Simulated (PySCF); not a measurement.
An unknown is described by computed data only.

Elements present: B, C, H and Si. Monoisotopic mass: 58.0410 u.

- Triplet: lowest triplet excitation (Tamm–Dancoff): 5.43 eV [TDA wB97X-D/def2-SVPD]
- Rotational structure: rotational constants A, B, C: 21.661, 5.503, 4.977 GHz [PBE0-D3(BJ)/def2-SVP]
- 13C NMR: chemical shifts (computed TMS as zero) by class: 22.1 (1 C) ppm [GIAO PBE0/pcSseg-1]
- Dipole: 0.90 D [wB97X-D/def2-SVPD]
- Valence photoelectron: vertical ionisation energy: 11.27 eV [ΔSCF wB97X-D/def2-SVPD]
- XPS: Si2p3/2 107.0, B1s 195.9, C1s 290.2, Si1s 1846.8 eV [ΔSCF SCAN, pcX-2 on the ionised atom, pcseg-1 elsewhere, spin-free X2C, 2p3/2 from a spin–orbit splitting computed afterwards within the 2p shell]
- NMR, other nuclei: isotropic shieldings of nuclei other than C and H, by class: 18 (1 B), 436 (1 Si) ppm [GIAO PBE0/pcSseg-1]
- UV, strongest line: among the 10 lowest singlet transitions: S5 at 8.44 eV (147 nm, f = 0.174) [TDDFT wB97X-D/def2-SVPD]
- 1H NMR: chemical shifts (computed TMS as zero) by class: 7.42 (2 H), 3.89 (3 H), 2.03 (2 H) ppm [GIAO PBE0/pcSseg-1]

Gas-phase values; electronic properties from PySCF, density fitting. Levels stand in brackets. The structure is a single PBE0-D3(BJ)/def2-SVP conformer in the gas phase; no vibrational or solvent corrections. NMR classes are plain means over equivalent atoms (diastereotopic ones count apart unless rotation or inversion swaps them), as if these changed places fast.

Problem. Which formula fits the mass and the elements?

Solution. CH7BSi (calculated 58.0410). No other formula that holds each of these elements comes within 0.0003 u with a fitting electron parity and a possible valence count.

Problem. Give a SMILES that accounts for the data.

Solution. Numbering: `[BH2:1][CH2:2][SiH3:3]`. The one carbon: sp3 carbon bound to silicon [C2] (22.1 ppm). Hydrogen classes from least to most shielded: 2 H on a three-coordinate boron, B1 (7.42 ppm), 3 H on an SiH3 silicon, Si3 (3.89 ppm), 2 H on an sp3 carbon bound to silicon, C2 (2.03 ppm). The other shieldings belong to: 18 ppm, three-coordinate boron [B1]; 436 ppm, SiH3 silicon [Si3]. The core levels belong to: Si2p3/2 107.0 eV, SiH3 silicon [Si3]; B1s 195.9 eV, three-coordinate boron [B1]; C1s 290.2 eV, sp3 carbon bound to silicon [C2]; Si1s 1846.8 eV, SiH3 silicon [Si3]. The hole state at 195.9 eV has ⟨S²⟩ = 0.83 against 0.75, so that value is less sure. The first electron is taken from the HOMO, whose largest Löwdin shares are 0.37 on the sp3 carbon bound to silicon, 0.20 on the three-coordinate boron, 0.19 on the SiH3 silicon and 0.12 on an Si–H hydrogen. The optimised geometry has point group Cs and is an asymmetric top. Structure: `BC[SiH3]`. The assignments are read from this structure; whether some other isomer fits the data as well wasn't checked.
